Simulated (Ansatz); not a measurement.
System: CsCl-type TlCl. Method: PBE0 (plane waves, PAW; Ansatz, an electronic-structure program).

Numerical settings: plane-wave cutoff 460 eV, 8×8×8 k mesh, Fermi–Dirac smearing 0.01 eV, scalar-relativistic PAW data made under PBE.

Computed at the level's own relaxed cell.

Question: Predict the bulk modulus, equilibrium lattice constant a, pressure derivative B′ of the bulk modulus and volume per atom.

Answer: 
- bulk modulus: 23.5 GPa
- equilibrium lattice constant a: 3.876 Å
- pressure derivative B′ of the bulk modulus: 5.1
- volume per atom: 29.12 Å³/atom

Measured, for comparison: lattice constant a 3.842 Å, equilibrium volume per atom 28.35 Å³/atom (temperature not stated, not corrected to a static lattice; as tabulated in Wikipedia's data pages). Computed (rounded) less measured: lattice constant a +0.9 %, equilibrium volume per atom +2.7 %.

Spin–orbit coupling is not included; it can shift volumes and moduli of such heavy elements.

The computed numbers hold no vibrational or temperature effects.

Computing time: roughly 29 core-minutes.
